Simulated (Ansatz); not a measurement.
We consider antifluorite Mg2Sn, described by HSE06 (PAW; Ansatz, a first-principles code).

Numerical settings: plane-wave cutoff 460 eV, 6×6×6 k mesh, Fermi–Dirac smearing 0.01 eV, scalar-relativistic PAW data made under PBE.

A third-order Birch–Murnaghan fit to the energies gives V0 = 25.812 Å³/atom, B0 = 45.4 GPa, B′ = 4.1.

| V (Å³/atom) | P (GPa) |
|---|---|
| 24.518 | 2.597 |
| 25.163 | 1.218 |
| 25.846 | -0.059 |
| 26.454 | … |
| 27.099 | … |

**Question.** Estimate the withheld pressures from this fit; the answers are the runs' own values.

**Answer.** 
- 26.454, P (GPa): -1.061
- 27.099, P (GPa): -1.999

The formula P = (3/2) B0 (x^(7/3) − x^(5/3)) [1 + (3/4)(B′ − 4)(x^(2/3) − 1)] with x = V0/V meets the computed pressures within 0.01 GPa when these rounded values are put in.

Measured, for comparison: equilibrium volume per atom 25.82 Å³/atom (temperature not stated, not corrected to a static lattice; as tabulated in Freccero, Grin, Wagner, Dalton Trans. (2023), ESI). Computed less measured: equilibrium volume per atom -0.0 %. A static lattice is as a rule a little smaller and stiffer than an uncorrected measurement, which can account for part of this in the equilibrium volume per atom.

Spin–orbit coupling is not included.

Computed values are for the static lattice.

The result took about 9 core-minutes (a rough figure).
